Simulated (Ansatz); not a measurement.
fcc Pb was calculated with LDA (PAW; Ansatz, a quantum-chemistry and plane-wave program).

Settings: plane-wave cutoff 520 eV, 20×20×20 k mesh, Fermi–Dirac smearing 0.05 eV, scalar-relativistic PAW data made under PBE.

Cell (relaxed at this level):

```
Pb
1.0
    0.00000     2.43992     2.43992
    2.43992     0.00000     2.43992
    2.43992     2.43992     0.00000
Pb
1
Direct
  0.00000   0.00000   0.00000
```

Q: What does this level give for the bulk modulus and pressure derivative B′ of the bulk modulus?

A: 
bulk modulus: 52.2 GPa
pressure derivative B′ of the bulk modulus: 5.1

The run finds no gap.

Measured, for comparison: bulk modulus 47 GPa (corrected for temperature and zero-point phonon effects; as tabulated in Levämäki et al. (2014), arXiv:1402.3671). Computed (rounded) less measured: bulk modulus +11 %.

Spin–orbit coupling is not included; it can shift volumes and moduli of such heavy elements.

Computed values are for the static lattice.
